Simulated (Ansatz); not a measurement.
Seven cases of atomisation energy of first-row species (electronic energies, kcal/mol); geometries: B3LYP-D3(BJ)/def2-TZVP. The cases were drawn at random from those of this class that have a high level and all functionals, leaving out states under which another spin lies or may lie. Left out are anions, K, Ca, elements past Kr, ionisation of Li, Na and Mg, pi-pi* triplets of linear molecules and other triplets made from a closed-shell parent. Runs that doubt their state, and full CI more than 15 mEh from coupled cluster, are set aside; a case stays where another high level and all functionals remain. AFQMC serves as high level only in triple zeta or larger, with a steady walk, a bar under 0.8 kcal/mol and agreement with other high levels or trials where they ran; where none ran, an unstable determinant or (outside 3d species) a high T1 diagnostic also bars it, so strongly correlated cases are thinned. No case was kept or dropped by the size of a functional's miss. High levels with a bar over 0.5 kcal/mol are left out too, and the seventh case lies inside the range of the six. Affinities count positive where energy is released, gaps as the second state minus the first. B3LYP is by Ansatz (a quantum-chemistry and plane-wave program) in def2-TZVPD. High levels (Ansatz): P = CCSD(T)/CBS(cc-pVQZ,cc-pV5Z) + [CCSDT(Q) - CCSD(T)]/cc-pVQZ + [CCSDTQ - CCSDT(Q)]/cc-pVDZ + core + X2C; Q = CCSD(T)/CBS(cc-pVQZ,cc-pV5Z) + [CCSDT(Q) - CCSD(T)]/cc-pVTZ + [CCSDTQ - CCSDT(Q)]/cc-pVDZ + core + X2C; R = CCSD(T)/CBS(cc-pVTZ,cc-pVQZ) + [CCSDT(Q) - CCSD(T)]/cc-pVDZ + core + X2C. Radicals and triplets start from unrestricted determinants; spin-orbit coupling is neglected. CBS(X,Y): correlation extrapolated as X^-3, Hartree-Fock from the larger set (Q,5: extrapolated as (X+1)exp(-9√X)). A bracket is a step between two methods taken in the basis named. Functionals run without relativity, which enters their misses. '+ core + X2C': CCSD(T) terms for core correlation (cc-pwCVTZ) and scalar relativity (cc-pVTZ-DK). Where a partner has so few electrons that a lower coupled-cluster level is exact, that level stands in. The UHF reference of NO ([N]=O, doublet) is spin-contaminated (<S^2> up to 0.04 over the pure value in the sets run). The UHF reference of C3H3 ([C]#CC, doublet) is spin-contaminated (<S^2> up to 0.09 over the pure value in the sets run). The determinant of C3H3 ([C]#CC, doublet) is a saddle point of the SCF energy; a lower one exists, which strains HF and MP2.

```json
[
 {"case": "C2H7N (ethanamine, SMILES CCN)", "B3LYP": "876.1", "level": "R", "high level": "879.5"},
 {"case": "CH3F (fluoromethane, SMILES CF)", "B3LYP": "421.5", "level": "Q", "high level": "422.8"},
 {"case": "C5H6 (ethynylcyclopropane, SMILES C#CC1CC1)", "B3LYP": "1133.2", "level": "R", "high level": "1143.4"},
 {"case": "NO (SMILES [N]=O, doublet)", "B3LYP": "154.9", "level": "P", "high level": "152.4"},
 {"case": "C3H3 (SMILES [C]#CC, doublet)", "B3LYP": "562.9", "level": "R", "high level": "565.6"},
 {"case": "CH2BF3 (trifluoromethylborane, SMILES BC(F)(F)F)", "B3LYP": "617.8", "level": "R", "high level": "623.5"},
 {"case": "H2BO (SMILES [BH]O, doublet)", "B3LYP": "325.0", "level": "Q", "high level": "withheld"}
]
```

Question: Fit a straight line from B3LYP to the high level over the first six rows by least squares, predict the seventh, and compare with the calculation.

Answer: Means: B3LYP 627.73, high level 631.20. Sxx = 587588, Sxy = 594271, slope 1.0114, intercept -3.69 kcal/mol; residual standard deviation 2.0 kcal/mol. Seventh row: 1.0114·(325.0) -3.69 = 325.0 kcal/mol. The calculation gave 323.5 kcal/mol: the line differs from it by +1.5, B3LYP itself by +1.5.
